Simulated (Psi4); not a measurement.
# H4NOSi− (SMILES N[SiH-]O): B97-3c/def2-mTZVP (density fitting)

We compute the energy of H4NOSi−. 

The calculation is run with Psi4 1.11.

## 1. The molecule

The species is H4NOSi− (7 atoms), typed as a singlet with charge -1. SMILES: `N[SiH-]O`. Geometry: a GFN2-xTB relaxation, a rough one for these elements and not checked as a minimum.

Bond lengths: N1–Si2 1.835 Å, Si2–O3 1.697 Å, N1–H4 1.017 Å, N1–H5 1.016 Å, Si2–H6 1.554 Å, O3–H7 0.962 Å. Angles: N1–Si2–O3 100.2°, N1–Si2–H6 94.0°, O3–Si2–H6 101.8°, Si2–N1–H4 110.5°, Si2–N1–H5 109.5°, Si2–O3–H7 113.4°, H4–N1–H5 105.9°.

## 2. The energy at B97-3c/def2-mTZVP (density fitting)

Contents of calc.py:

```python
import psi4

psi4.set_memory(1600000000)
psi4.set_num_threads(1)
psi4.set_output_file('run.log', False)

molecule = psi4.geometry("""
-1 1
N     -0.940250     0.080330    -0.489950
Si     0.408150     0.625000     0.628660
O      1.725490    -0.181570    -0.074880
H     -0.881470     0.565790    -1.381210
H     -1.837290     0.339730    -0.090590
H      0.007340    -0.353090     1.768080
H      1.518040    -1.076200    -0.360110
units angstrom
symmetry c1
no_reorient
no_com
""")

psi4.set_options({
    'screening': 'csam',
})

e, wfn = psi4.energy("b97-3c", return_wfn=True)
print(f'total energy {e:.8f} hartree = {e * 27.211386:.5f} eV')
```

Started as:

```console
$ python calc.py
```

Q: Predict the results. Wanted: total energy; HOMO energy; LUMO energy; HOMO–LUMO gap.

Answer, from the run:

At B97-3c/def2-mTZVP (density fitting):

| quantity | value |
| --- | --- |
| total energy | -421.79285 Eh |
| HOMO energy | 2.05 eV |
| LUMO energy | 4.93 eV |
| HOMO–LUMO gap | 2.88 eV |

**Reading.** The HOMO of this anion lies above zero, so its frontier levels hang on the basis. The HOMO lies at positive energy, 2.05 eV, as semi-local functionals often give for anions: either the electron is unbound or self-interaction and a compact basis push the level up; values depend on the basis.
